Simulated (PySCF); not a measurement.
formamide (CH₃NO), SMILES C(N)=O.

The structure is a stationary point at B3LYP-D3(BJ)/def2-TZVP. The values are those of a single conformer.

Two levels are set side by side: TDDFT-PBE/def2-SVPD (PySCF) and TDDFT-LC-ωPBE/def2-SVPD (PySCF). Vertical, same geometry. The lowest singlet is HOMO→LUMO 100 % with PBE and HOMO→LUMO+1 98 % with the other functional; states are paired by order. Differences are taken from unrounded values.

```
quantity                               TDDFT-LC-ωPBE  TDDFT-PBE  TDDFT-PBE minus TDDFT-LC-ωPBE
-------------------------------------  -------------  ---------  -----------------------------
lowest singlet excitation (eV)                  5.63       5.46                          -0.17
lowest triplet excitation (TDA) (eV)            5.07       4.92                          -0.16
first bright state (f over 0.05) (eV)           7.74       6.80                          -0.94
its oscillator strength                         0.11       0.08                          -0.03
```

A lower first singlet is the usual sign of a functional without exact exchange. Differences between two approximate levels are no errors against the true value.

Rough cost on one machine, each run with all the roots and properties that it gave: TDDFT-LC-ωPBE against TDDFT-PBE about 4 times.
